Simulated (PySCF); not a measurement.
Electron affinity of Li by level of theory

Li⁻ [He] 2s2 (1S) → Li [He] 2s1 (2S), as a difference of total energies. All numbers are calculated (PySCF 2.14, no relativity, point nucleus, in dyall-av2z (11s7p, 32 functions)). Correlated levels: valence: 1s2 frozen; virtual orbitals above 40 to 60 times the deepest correlated orbital energy dropped. The calculations carry no spin-orbit coupling.

```csv
method,electron affinity (eV)
UHF,-0.124
LDA,0.588
PBE,0.511
r2SCAN,0.448
BHandHLYP,0.435
MN15,0.804
M06-2X,0.513
MP2 (valence),0.271
SCS-MP2 (valence),0.350
```

Q: Estimate what M06 gives.

A: 0.496 eV, closest to PBE among the rows shown.

Q: Estimate what PBE0 gives.

A: 0.493 eV, closest to PBE among the rows shown.

Errors of the correlated levels include the incompleteness of this basis and the frozen core.

A negative affinity means that the anion lies above the atom at that level of theory.

In the anion the highest occupied orbital energy is positive at LDA, PBE, PBE0, r2SCAN, BHandHLYP, M06, MN15, M06-2X, a self-interaction effect; the basis confines that electron, and the energy difference can still be sensible.

For comparison: 0.618 eV (measured; photodetachment measurements, as compiled on the Wikipedia data page of electron affinities).
